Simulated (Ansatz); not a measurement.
Cost and result for the atomization energy of `CCC#N` (9 atoms, 8 bonds).

Cartesian coordinates in Å:
```
C 0.711 0.711 -0.176
C -0.188 -0.314 0.508
C -1.124 -0.936 -0.416
N -1.856 -1.416 -1.161
H 0.120 1.513 -0.621
H 1.394 1.150 0.553
H 1.301 0.246 -0.966
H -0.767 0.152 1.311
H 0.408 -1.107 0.969
```

Charge 0, multiplicity 1. The structure was optimised at the PBE0-D4/def2-TZVP level. Program: Ansatz. All runs use 4 threads of an Arm Neoverse V1 on a shared host. Times are those of one run each, without the atoms' runs, and a repeat can differ threefold. Electronic energies, without spin–orbit coupling; frozen cores. CCSD(T)/CBS adds CCSD(T) − MP2 in def2-TZVPP to the MP2 limit, and its time is that of the two runs behind it. T1 = 0.012. HSE06 is the plane-wave form, built on full-range PBE exchange.

CCSD(T)/CBS is a level of theory with its own doubt, some kJ/mol a heavy atom from the limit and from the frozen cores, so smaller differences don't rank the functionals.

```csv
level,functions,wall time,atomization (kJ/mol),difference from CCSD(T)/CBS,per bond
LDA (SPW92)/def2-TZVPP,194,0.7 s,4346.9,547.9,68.5
PBE-D4/def2-TZVPP (with forces),194,1.4 s,3918.6,119.6,15.0
BHLYP-D4/def2-TZVPP,194,1.4 s,3688.1,-110.9,-13.9
CCSD(T)/def2-SVP,81,1.6 s,3643.4,-155.6,-19.4
HSE06-D4/def2-TZVPP,194,1.7 s,3835.2,36.2,4.5
B2PLYP/def2-TZVPP,194,2.5 s,3788.2,-10.8,-1.3
r2SCANh-D4/def2-TZVPP,194,2.7 s,3775.1,-23.9,-3.0
ωB97X-V/def2-TZVPP,194,3.7 s,3810.5,11.5,1.4
B97M-V/def2-TZVPP,194,4.9 s,3806.3,7.3,0.9
ωB97M-V/def2-TZVPP (with forces),194,5.5 s,3819.3,20.3,2.5
MP2/def2-QZVPP,378,11 s,3836.3,37.3,4.7
CCSD(T)/def2-TZVPP,194,33 s,3708.0,-91.0,-11.4
CCSD(T)/CBS(def2),–,44 s,3799.0,0.0,0.0
```

Leaving LDA and LC-ωPBE aside and taking each functional with its dispersion term where it has one, the values spread over 230.5 kJ/mol, from BHLYP-D4 to PBE-D4. LDA lies +440.7 kJ/mol from PBE without D4, its usual overbinding. In def2-TZVPP, CCSD(T) changes the Hartree–Fock value by +955.5 kJ/mol (the triples alone add +62.3 kJ/mol) and MP2 by +1030.3 kJ/mol; breaking electron pairs costs correlation energy, which Hartree–Fock lacks. From BLYP to BHLYP (50 % exact exchange), in def2-TZVPP and without D4, the atomization energy moves by −126.9 kJ/mol: exact exchange takes away binding that semilocal exchange gives to molecules.
